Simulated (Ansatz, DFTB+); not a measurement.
## Group exchange: HCN + H3NO → CH2N2 + H2O

Species: HCN `C#N`, singlet; H3NO (hydroxylamine) `NO`, singlet; CH2N2 (cyanamide) `N#CN`, singlet; H2O (water) `O`, singlet. The partners trade H for NH2: C–H and O–NH2 bonds give way to C–NH2 and O–H.

Shapes, held fixed at every level: PBE0-D4/def2-TZVP. Flexible molecules stand in one conformer, not always the lowest. Programs: Ansatz 0.2.0, DFTB+ 25.1. The zero-point and thermal change to 298 K, harmonic and unscaled (PBE0-D4/def2-TZVP), is -1.8 kJ/mol.

```
                level                   kind  ΔH(298 K) (kJ/mol)  less CCSD(T)/CBS estimate
         DFTB3-D3(BJ)         semi-empirical              -169.2                      +23.2
          HF/def2-SVP           Hartree–Fock              -196.4                       -4.0
 r2SCAN-D4/def2-TZVPP               meta-GGA              -200.3                       -7.9
   PBE0-D4/def2-TZVPP          global hybrid              -201.9                       -9.5
r2SCAN0-D4/def2-TZVPP          global hybrid              -206.1                      -13.7
    B2PLYP/def2-TZVPP          double hybrid              -194.1                       -1.7
      CCSD/def2-TZVPP  coupled cluster or CI              -189.6                       +2.8
 CCSD(T)/CBS estimate  coupled cluster or CI              -192.4                        0.0
```

The highest level, CCSD(T)/CBS estimate, gives ΔH(298 K) = -192.4 kJ/mol; the levels span -206.1 to -169.2. The column of differences is taken from that level and isn't an error. No measured value is set beside it here. The CBS estimate extrapolates MP2 from def2-TZVPP and def2-QZVPP and adds CCSD(T) − MP2 in the triple-zeta set, cores frozen.
